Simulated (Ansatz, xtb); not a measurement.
# Two structures of CH2FSi+

Structure I: a singlet given by its coordinates. Structure II: the triplet with the links of `[CH+]=[SiH]F`. Both are isolated ions in the gas phase, relaxed with B3LYP-D3(BJ)/def2-SVP.

I (Å):

```xyz
5

C    -0.0326    0.0254   -0.0056
F     0.5157    0.6515    1.3107
Si   -1.1965    1.2334    0.8659
H    -0.0697   -1.0604    0.1637
H     0.6565    0.3371   -0.8036
```

Close contacts (Å): C1–F2 1.56, C1–Si3 1.89, F2–Si3 1.86, C1–H4 1.10, C1–H5 1.10.

II (Å):

```xyz
5

C    -1.6987    0.6723    2.8353
F    -1.7910    3.4537    2.0817
Si   -1.4192    1.9730    1.6840
H    -1.9635    0.0649    3.7054
H    -0.8535    1.8033    0.3431
```

**Question.** Estimate which is lower in electronic energy at CCSD(T)/def2-TZVPP, and by roughly how much.

**Answer.** The CCSD(T)/def2-TZVPP calculation puts structure I lower, by 16.4 kcal/mol.

How the difference moves with the method:

```tsv
level	geometry	E(II) − E(I) (kcal/mol)	departure from the last row (kcal/mol)	job, with rough time for the two
B3LYP-D3(BJ)/def2-SVP	B3LYP-D3(BJ)/def2-SVP	+22.8	+6.3	optimisation, 74 s
HF/def2-TZVPP	B3LYP-D3(BJ)/def2-SVP	−15.7	−32.1	part of the CCSD(T) run
MP2/def2-TZVPP	B3LYP-D3(BJ)/def2-SVP	+14.6	−1.8	part of the CCSD(T) run
CCSD(T)/def2-TZVPP	B3LYP-D3(BJ)/def2-SVP	+16.4		single point, 91 s
```

HF/def2-TZVPP puts the two in the other order. The largest departure from CCSD(T)/def2-TZVPP is that of HF/def2-TZVPP, 32.1 kcal/mol. Levels run at GFN2-xTB geometries aren't shown. The triplet state of II needn't be its ground state.

With harmonic frequencies from B3LYP-D3(BJ)/def2-SVP (ideal gas, rigid rotor, one conformer each, 400 K, 1 atm): the zero-point term adds −3.4 kcal/mol; ΔH is +13.7 and ΔG +11.4 kcal/mol.

Open shells are spin-unrestricted. The correlated steps freeze 7 core orbitals. ΔG holds the spin degeneracy. Codes used: Ansatz 0.2.0; the last row on 1 thread of Intel(R) Xeon(R) Processor @ 2.50GHz (Skylake/Cascade Lake) on a shared host.
